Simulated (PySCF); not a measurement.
Gas-phase reaction: H3SiN(CH3)2 ⇌ H3SiNH2 + CH4 + C

Computed with PySCF (xtb for GFN2) and rigid-rotor harmonic-oscillator thermochemistry at 1 bar. † marks an energy on the PBE0/def2-TZVP geometry and frequencies; other levels use their own. Open shells (unrestricted): C (multiplicity 3, electronic degeneracy 9); the rest are closed-shell singlets. GFN2 has no spin-polarisation term. Spin-orbit splitting is ignored; it lowers the true energy and changes the entropy of C. H3SiNH2: computed as isolated molecules; such fragments, hydroxides, amides, oligomers or adducts are transient or little studied in the gas. The harmonic model lacks anharmonicity and excited electronic states, which grow with temperature; levels with a mode under 35 cm⁻¹ are left out. Internal rotation in H3SiN(CH3)2, H3SiNH2 is treated as a harmonic vibration of one conformer, which makes the entropy rough.

| level | ΔE electronic, kJ | ΔH°(298 K), kJ | ΔS°(298 K), J/K | ΔG°(1200 K), kJ |
|---|---|---|---|---|
| GFN2-xTB | 947 | 928 | 280 | 589 |
| HF/def2-TZVP† | 438 | 416 | 281 | 75 |
| M06-2X/def2-TZVP† | 655 | 633 | 281 | 292 |
| PBE/def2-TZVP† | 679 | 658 | 281 | 316 |
| r2SCAN/def2-TZVP† | 650 | 628 | 281 | 287 |
ΔH° is lowest at HF/def2-TZVP† and highest at GFN2-xTB. No reference value is set beside these.
